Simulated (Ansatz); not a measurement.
Input file:

```yaml
crystal:
  periodic: [false, false, false]
  atoms:
    - {symbol: Al, position_ang: [0.000000, 0.118981, -0.101886]}
    - {symbol: H, position_ang: [0.000000, -0.265812, 1.939164]}
    - {symbol: H, position_ang: [-0.000001, 0.503774, 1.939164]}
    - {symbol: H, position_ang: [-0.000002, 1.655916, -0.318037]}
    - {symbol: H, position_ang: [0.000007, -5.078867, -0.832903]}
basis:
  gaussian: {orbitals: 6-31G}
total_charge: 1
correlation: {method: sc_nevpt2, electrons: outside_noble_gas, active_space: {window: {electrons: 2, orbitals: 3}}}
accuracy: high
scf: {lower_state_search: light}
```

```sh
$ ansatz run in.yaml --threads 1 --pin off --events-out ev --progress --plain --max-ram 2393MiB
```

The program prints:

```
461 factors; integrals over basis functions are off by at most 4.5e-9 eV
mean field evaluation 1: about -6626.3280 eV, gradient 8.8e0 eV
mean field evaluation 2: about -6626.3273 eV, gradient 8.8e0 eV
mean field evaluation 4: about -6620.4395 eV, gradient 2.0e1 eV
mean field evaluation 8: about -6629.0743 eV, gradient 3.8e-3 eV
mean field evaluation 16: about -6603.9692 eV, gradient 2.1e1 eV
mean field evaluation 32: about -6626.6728 eV, gradient 1.3e1 eV
mean field evaluation 64: about -6628.7506 eV, gradient 2.6e-1 eV
mean field -6629.07358885 eV, -243.6139610429 hartree, gradient 2.2e-8 eV, S^2 0.000000; 5 other end points of the search recorded, 0 dependent functions left out; unrestricted orbitals would lower it
reference -6629.07358885 eV, -243.6139610429 hartree; 8, 8 occupied and 13, 13 virtual orbitals, 461 factors
state -6633.48622893 eV, -243.7761225747 hartree
state -6633.48622893 eV, -243.7761225747 hartree; corrected -6634.46629948 eV, -243.8121395031 hartree
WARN: 1 active orbitals are nearly empty or full. The corrections depend on them more than the energy does, and are more stable in an active space without them
Total energy: -6634.46629948 eV, -243.8121395031 hartree
```

Natural occupations: 1.0291 0.9709 0.0000.

Ran on 1 thread of Arm Neoverse V2, shared host: 1.2 s wall, 0.16 GiB peak host memory.
